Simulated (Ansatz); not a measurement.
# SiNH₅ (singlet): from Hartree-Fock to the top rungs at distance N1–H4 along a hydrogen transfer = 0.942 Å, cc-pVDZ

The task here is to estimate one member of a computed series from the others.

The runs use Ansatz 0.2.0, Gaussian basis; cc-pVDZ, core rule «outside noble gas», up to 6 orbitals frozen.

Plan: UHF; CCSD(T) on RHF; CCSD(T) on UHF; BCCD(T) on RHF; CISD; CCSDT(Q) on RHF; CASSCF and NEVPT2, 2 electrons in 2 orbitals; CASSCF and NEVPT2, 8 electrons in 8 orbitals.

3 further runs of the same task are left out: 2 that didn't finish, 1 set aside as unsound or not needed.

### The system

The geometry derives from fragments relaxed apart (PBE0/def2-TZVP) and kept rigid, so it is no stationary point. A hydrogen atom is moved between rigid fragments.

7 atoms, charge 0, spin multiplicity 1.

Atoms are counted from 1 here; the program's logs count them from 0.

Bond lengths: N1–H2 1.012 Å, N1–H3 1.012 Å, N1–H4 0.942 Å, Si5–H6 1.526 Å, Si5–H7 1.526 Å. Angles: H2–N1–H3 107.1°, H2–N1–H4 107.1°, H3–N1–H4 107.1°, H6–Si5–H7 91.2°.

The first run:

Input file in.yaml:

```yaml
crystal:
  periodic: [false, false, false]
  atoms:
    - {symbol: N, position_ang: [-1.842945, 0.025300, -0.018825]}
    - {symbol: H, position_ang: [-2.140225, 0.993134, -0.018825]}
    - {symbol: H, position_ang: [-2.140224, -0.376999, 0.861435]}
    - {symbol: H, position_ang: [-0.900945, 0.025300, -0.018825]}
    - {symbol: Si, position_ang: [0.990055, 0.025300, -0.018825]}
    - {symbol: H, position_ang: [1.602236, -0.848984, 1.071187]}
    - {symbol: H, position_ang: [1.602235, -0.848984, -1.108837]}
basis:
  gaussian: {orbitals: cc-pVDZ}
magnetization: {spin_polarized: true, initial_magnetization: 0}
hamiltonian: {xc: hf}
output: {orbitals: {seedname: orbitals}}
```

On the command line:

```bash
ansatz run in.yaml --threads 1 --pin off --events-out ev --progress --plain --max-ram 2393MiB
```

Steps of the session up to this table: UHF; CCSD(T) on RHF; CCSD(T) on UHF; BCCD(T) on RHF; CISD; CCSDT(Q) on RHF; CASSCF and NEVPT2, 2 electrons in 2 orbitals; CASSCF and NEVPT2, 8 electrons in 8 orbitals.

One table of the session follows, with a row left open; its other results are not shown here.

```
     method  from RCCSDT(Q) (meV)
        RHF               +9062.2
        UHF               +9009.6
       RMP2               +1375.7
       CISD               +1099.4
      RCCSD                +240.1
   RCCSD(T)                 +39.8
    BCCD(T)                 +39.2
     RCCSDT                 +14.2
  RCCSDT(Q)                     0
CASSCF pair                     ?
NEVPT2 pair               +1341.5
```

Estimate the missing values for CASSCF pair.

**Answer.** from RCCSDT(Q) (meV): +8569.6. In the column «from RCCSDT(Q) (meV)» it lies between RMP2 (+1375.7) and UHF (+9009.6).

Not comparable, so not listed: CCSD(T) on UHF (they don't share determinant, frozen orbitals or solution with the rows shown, or repeat one).

Limits of these values: Left out of the table: CASSCF frontier, NEVPT2 frontier (the active space lost an orbital or holds another state than full CI finds). Warnings: restricted reference is unstable; spin contamination. Warnings in the runs' records: passed over end.
